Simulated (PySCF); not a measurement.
PySCF input (M06-L/def2-TZVPD):

```python
from pyscf import gto, scf, dft

mol = gto.M(
    atom='''
    N    -1.06982458    0.19432482    0.10751560
    C     0.27236484    0.31364904   -0.04785169
    O     1.05073958   -0.61125119   -0.08188812
    H    -1.47667231   -0.72197082    0.20424856
    H    -1.66665177    1.00198023    0.12805939
    H     0.59199050    1.36783209   -0.14270206
    ''',
    basis='def2-tzvpd',
    charge=0,
    spin=0,
    verbose=4,
)

mf = dft.RKS(mol, xc='m06l').density_fit(auxbasis='def2-universal-jkfit')
mf.grids.level = 4
mf.conv_tol = 1e-9
mf.max_cycle = 100
mf.max_memory = 1500
mf.kernel()
if not mf.converged:
    mf = mf.newton()
    mf.kernel(mf.make_rdm1())
mf.analyze()
```

End of the output:

```
Extra cycle  E= -169.941967834656  delta_E= -1.45e-12  |g|= 3.12e-06  |ddm|= 2.37e-05
converged SCF energy = -169.941967834656
**** SCF Summaries ****
Total Energy =                        -169.941967834656310
Nuclear Repulsion Energy =              71.335339839137532
One-electron Energy =                 -372.248836883479271
Two-electron Energy =                  130.971529209685428
Two-electron Coulomb Energy =          153.032874169822179
DFT Exchange-Correlation Energy =      -22.061344960136744
HOMO-LUMO gap [eV] =                     5.873405648920322
**** MO energy ****
MO #1   energy= -18.9363877929536  occ= 2
MO #2   energy= -14.2052369850189  occ= 2
MO #3   energy= -10.1458803312871  occ= 2
MO #4   energy= -1.00831948799163  occ= 2
MO #5   energy= -0.8842648912842   occ= 2
MO #6   energy= -0.592637519672106 occ= 2
MO #7   energy= -0.522424792521893 occ= 2
MO #8   energy= -0.447138836658791 occ= 2
MO #9   energy= -0.379709460698864 occ= 2
MO #10  energy= -0.377989988655674 occ= 2
MO #11  energy= -0.255089325080508 occ= 2
MO #12  energy= -0.228016187374095 occ= 2
MO #13  energy= -0.0121725091210488 occ= 0
MO #14  energy= 0.000758122114295457 occ= 0
MO #15  energy= 0.0280754800357492 occ= 0
MO #16  energy= 0.051860692922947  occ= 0
MO #17  energy= 0.0751727446897297 occ= 0
MO #18  energy= 0.0825728247463617 occ= 0
MO #19  energy= 0.0948904091783576 occ= 0
MO #20  energy= 0.108880671880881  occ= 0
MO #21  energy= 0.140142252615486  occ= 0
MO #22  energy= 0.145668980283028  occ= 0
MO #23  energy= 0.155846016632404  occ= 0
MO #24  energy= 0.170234105181716  occ= 0
MO #25  energy= 0.191730614149012  occ= 0
MO #26  energy= 0.213235367200607  occ= 0
MO #27  energy= 0.236381898215652  occ= 0
MO #28  energy= 0.24240442225984   occ= 0
MO #29  energy= 0.251508738902404  occ= 0
MO #30  energy= 0.264659823115035  occ= 0
MO #31  energy= 0.290162894164798  occ= 0
MO #32  energy= 0.30043356237297   occ= 0
MO #33  energy= 0.317284548047896  occ= 0
MO #34  energy= 0.336453141634768  occ= 0
MO #35  energy= 0.356988782957366  occ= 0
MO #36  energy= 0.359997539045195  occ= 0
MO #37  energy= 0.369768201253105  occ= 0
MO #38  energy= 0.394232967664756  occ= 0
MO #39  energy= 0.400680456974824  occ= 0
MO #40  energy= 0.406921360768247  occ= 0
MO #41  energy= 0.44094096148987   occ= 0
MO #42  energy= 0.444696624514941  occ= 0
MO #43  energy= 0.458500364258904  occ= 0
MO #44  energy= 0.4868800001482    occ= 0
MO #45  energy= 0.495526526913697  occ= 0
MO #46  energy= 0.547173577190688  occ= 0
MO #47  energy= 0.557263834178686  occ= 0
MO #48  energy= 0.57261935911785   occ= 0
MO #49  energy= 0.573940757967505  occ= 0
MO #50  energy= 0.624858343655485  occ= 0
MO #51  energy= 0.630474877483714  occ= 0
MO #52  energy= 0.642534380766032  occ= 0
MO #53  energy= 0.678462098636633  occ= 0
MO #54  energy= 0.707803387171814  occ= 0
MO #55  energy= 0.712859522642886  occ= 0
MO #56  energy= 0.728530626555349  occ= 0
MO #57  energy= 0.831312931012268  occ= 0
MO #58  energy= 0.845394982339806  occ= 0
MO #59  energy= 0.853148112465952  occ= 0
MO #60  energy= 0.864653307776745  occ= 0
MO #61  energy= 0.876154524286627  occ= 0
MO #62  energy= 0.899577524254244  occ= 0
MO #63  energy= 0.971092254417968  occ= 0
MO #64  energy= 1.05559971685566   occ= 0
MO #65  energy= 1.09553366176361   occ= 0
MO #66  energy= 1.14914297819662   occ= 0
MO #67  energy= 1.22463623601828   occ= 0
MO #68  energy= 1.31727775761586   occ= 0
MO #69  energy= 1.33386457269293   occ= 0
MO #70  energy= 1.45466699376773   occ= 0
MO #71  energy= 1.47937885550691   occ= 0
MO #72  energy= 1.49997960879947   occ= 0
MO #73  energy= 1.61421567885765   occ= 0
MO #74  energy= 1.68982357456438   occ= 0
MO #75  energy= 1.71717965843804   occ= 0
MO #76  energy= 1.74800117635827   occ= 0
MO #77  energy= 1.85545479563644   occ= 0
MO #78  energy= 1.86522170819726   occ= 0
MO #79  energy= 1.91961130823079   occ= 0
MO #80  energy= 1.93468425434518   occ= 0
MO #81  energy= 1.96829824246083   occ= 0
MO #82  energy= 2.00807439410933   occ= 0
MO #83  energy= 2.01006103556352   occ= 0
MO #84  energy= 2.17668183404432   occ= 0
MO #85  energy= 2.207794668301     occ= 0
MO #86  energy= 2.33124421135139   occ= 0
MO #87  energy= 2.34667768530013   occ= 0
MO #88  energy= 2.39846736033647   occ= 0
MO #89  energy= 2.43035152414081   occ= 0
MO #90  energy= 2.50879899154517   occ= 0
MO #91  energy= 2.59162080874896   occ= 0
MO #92  energy= 2.68825367639116   occ= 0
MO #93  energy= 2.75186684919142   occ= 0
MO #94  energy= 2.85874156597212   occ= 0
MO #95  energy= 2.89264386307697   occ= 0
MO #96  energy= 2.92007167783292   occ= 0
MO #97  energy= 2.95846054697021   occ= 0
MO #98  energy= 3.03153139412336   occ= 0
MO #99  energy= 3.14172437017315   occ= 0
MO #100 energy= 3.1730837881989    occ= 0
MO #101 energy= 3.19278323322657   occ= 0
MO #102 energy= 3.19659101878474   occ= 0
MO #103 energy= 3.32072146257054   occ= 0
MO #104 energy= 3.33332811102305   occ= 0
MO #105 energy= 3.37034972043826   occ= 0
MO #106 energy= 3.4646250928229    occ= 0
MO #107 energy= 3.60232096948637   occ= 0
[...]
```
